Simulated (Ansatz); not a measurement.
# [CF2]+ (SMILES F[C+]F): RPA@r2SCANh/6-311G(d) (start density atoms)

What is the vertical electron affinity of [CF2]+ at RPA@r2SCANh/6-311G* (start density atoms)? 

Program for the calculation: Ansatz 0.2.0.

9 further runs of the same task are left out: 3 for a known fault of the program, 6 set aside as unsound or not needed. Runs told in other sessions of the task aren't counted.

## 1. The structure to begin with

[CF2]+: 3 atoms, total charge +1, spin state doublet. As SMILES, `F[C+]F`. Geometry: relaxed at PBE0-D4/def2-TZVP.

Bond lengths: F1–C2 1.214 Å, C2–F3 1.214 Å. Angles: F1–C2–F3 124.6°.

## 2. A single-point energy at RPA@r2SCANh/6-311G(d) (start density atoms)

The input, molecule.yaml:

```yaml
crystal:
  periodic: [false, false, false]
  atoms:
    - {symbol: F, position_ang: [0.379110, 0.972980, 0.316190]}
    - {symbol: C, position_ang: [0.275710, -0.221360, 0.127270]}
    - {symbol: F, position_ang: [-0.654830, -0.751620, -0.443470]}
basis:
  gaussian:
    orbitals: 6-311G_st_.json
total_charge: 1
magnetization:
  spin_polarized: false
  initial_magnetization: 1
hamiltonian:
  xc: {name: r2SCANh}
correlation:
  method: rpa
  electrons: outside_noble_gas
scf:
  lower_state_search: off
output: {orbitals: {seedname: orbitals}}
```

The basis set 6-311G* is read from a file made from the Basis Set Exchange's data (not shown).

Started as:

```console
ansatz run molecule.yaml --threads 1 --pin off --max-ram 3480MiB --events-out events.jsonl --progress --plain --runs-dir runs
```

Output:

```text
Warning: RAYON_NUM_THREADS=1 ignored (pool sized by the plan → 1); use --threads N
Functional definition: r2SCANh
  name "r2SCANh"
  parameter a = 0.1
  parameter k0 = 0.174
  parameter k1 = 0.065
  parameter a1 = 4.9479
  exchange = (1 - a)*r2scan_x(k0 = k0, k1 = k1, a1 = a1) + a*exact_x
  correlation = r2scan_c
these checks for a lower state are left out or cut short: stability, starts, cluster_reference, orbital_swaps, neighbouring_geometries, increment
463 factors; integrals over basis functions are off by at most 8.3e-4 eV
mean field evaluation 1: about -6449.6336 eV, gradient 6.9e1 eV
mean field evaluation 2: about -6449.6883 eV, gradient 6.9e1 eV
mean field evaluation 4: about -6455.2487 eV, gradient 1.4e1 eV
mean field evaluation 8: about -6455.6424 eV, gradient 1.0e-1 eV
mean field evaluation 16: about -6455.6424 eV, gradient 1.2e-6 eV
mean field -6455.64238031 eV, -237.2404816849 hartree, gradient 1.2e-6 eV, S^2 0.750000; 0 other end points of the search recorded, 0 dependent functions left out
3 core orbitals not correlated: weight in the atoms' cores, before any rotation towards them, 1.000 or more for the frozen orbitals, at most 0.000 for the correlated occupied ones
reference -6430.62863824 eV, -236.3212436185 hartree; 9, 8 occupied and 42, 43 virtual orbitals, 463 factors
Total energy: -6449.82785664 eV, -237.0268018811 hartree
Checks for a lower state left out: stability, starts, cluster_reference, orbital_swaps, neighbouring_geometries, increment
```

It took 1.9 s on 1 thread of Arm Neoverse V2, shared host.

## 3. Singlet neutral CF2

The input, molecule.yaml:

```yaml
basis:
  gaussian:
    orbitals: 6-311G_st_.json
crystal:
  periodic: [false, false, false]
  atoms:
    - {symbol: F, position_ang: [0.379110, 0.972980, 0.316190]}
    - {symbol: C, position_ang: [0.275710, -0.221360, 0.127270]}
    - {symbol: F, position_ang: [-0.654830, -0.751620, -0.443470]}
scf:
  lower_state_search: "off"
hamiltonian:
  xc: {name: r2SCANh}
correlation:
  method: rpa
  electrons: outside_noble_gas
output: {orbitals: {seedname: orbitals}}
```

The basis set 6-311G* is read from a file made from the Basis Set Exchange's data (not shown).

Started as:

```console
ansatz run molecule.yaml --threads 1 --pin off --max-ram 3480MiB --events-out events.jsonl --progress --plain --runs-dir runs
```

Output (excerpt; [...] marks lines left out):

```text
Warning: RAYON_NUM_THREADS=1 ignored (pool sized by the plan → 1); use --threads N
[... 2 set-up lines as earlier in the session ...]
[...]
463 factors; integrals over basis functions are off by at most 8.3e-4 eV
[...]
mean field -6465.53598972 eV, -237.6040651247 hartree, gradient 3.1e-7 eV, S^2 0.000000; 0 other end points of the search recorded, 0 dependent functions left out
3 core orbitals not correlated: weight in the atoms' cores, before any rotation towards them, 1.000 or more for the frozen orbitals, at most 0.000 for the correlated occupied ones
reference -6440.08488497 eV, -236.6687542764 hartree; 9, 9 occupied and 42, 42 virtual orbitals, 463 factors
Total energy: -6459.80322253 eV, -237.3933898161 hartree
Checks for a lower state left out: stability, starts, cluster_reference, orbital_swaps, neighbouring_geometries, increment
```

Wall time 1.3 s (1 thread of Arm Neoverse V2, shared host).

## 4. Summary of results

Level: RPA@r2SCANh/6-311G* (start density atoms), 3 core orbitals frozen.

```
                                                       quantity          value
                                   doublet [CF2]+: total energy  -237.02680 Eh
               doublet [CF2]+: RPA correlation energy (valence)     -705.6 mEh
              doublet [CF2]+: ⟨S²⟩ of the reference determinant          0.750
                              singlet neutral CF2: total energy  -237.39339 Eh
  singlet neutral CF2: HOMO energy (r2SCANh Kohn–Sham orbitals)       -5.96 eV
  singlet neutral CF2: LUMO energy (r2SCANh Kohn–Sham orbitals)       -1.57 eV
singlet neutral CF2: HOMO–LUMO gap (r2SCANh Kohn–Sham orbitals)        4.39 eV
          singlet neutral CF2: RPA correlation energy (valence)     -724.6 mEh
            vertical electron affinity (to the singlet neutral)       9.975 eV
```

At fixed nuclei the extra electron is bound by 9.98 eV (230 kcal/mol).
